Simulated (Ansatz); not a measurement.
Name a neutral molecule of C, F, O and H with ideal-gas entropy at 298 K and 1 bar (rigid rotor, harmonic PBE0-D4/def2-TZVP) between 285 and 301 J/(mol·K) and size of the dipole moment (PBE/def2-TZVPP) between 2.05 and 2.35 D (Ansatz, PBE0-D4/def2-TZVP geometry).

`CC1(F)CO1` (296 J/(mol·K), 2.18 D). Other molecules can fit too; these were computed, each in one conformer that needn't be the lowest.
